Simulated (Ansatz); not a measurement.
Results of r²SCAN+SOC (PAW; Ansatz, a program for electronic structure) for α-phase S.

Settings: plane-wave cutoff 500 eV, 6×6×6 k mesh, gaussian smearing 0.02 eV, PAW data made under PBE.

Cell (relaxed with r²SCAN):

S has the orthorhombic space group Fddd, origin choice 1 (No. 70), Pearson symbol oF128. Cell: a = 10.7984 Å, b = 13.2409 Å, c = 24.9035 Å, α = 90.00°, β = 90.00°, γ = 90.00°. S1 on 32h has 2 S at 2.053–2.058 Å (bent). S2 on 32h is coordinated by 2 S at 2.056 Å (bent). S3 on 32h is coordinated by 2 S at 2.056 Å (bent). S4 on 32h is surrounded by 2 S at 2.056–2.058 Å (bent). (Neighbours: up to the widest gap in distance over summed covalent radii, below 1.35, at either atom.)
(The calculation used a cell of 32 atoms; values per cell refer to that cell.)

Problem. Estimate the band gap that the calculation returns.

Solution. 
- band gap: 2.49 eV (on the SCF k mesh)

The result took about 60 core-minutes (a rough figure).
